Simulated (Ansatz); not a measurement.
Results of the Gaussian-basis code of Ansatz.

A structure relaxed at PBE0-D4/def2-TZVP, charge 0, multiplicity 1:

Cartesian coordinates in Å:
```
F -1.181 -0.711 -0.718
Si 0.011 -0.004 0.053
F 0.835 0.851 -0.997
H -0.560 0.911 1.058
H 0.895 -1.047 0.605
```

Task: Give its formula and SMILES.

Result: F2H2Si, `F[SiH2]F`.

Task: Point group (tolerance 0.08 Å, 0.16 Å for H)?

Result: C2v.

Task: Summarise the bond lengths by kind.

Result: 2 × F–Si 1.586 Å; 2 × H–Si 1.474 Å.
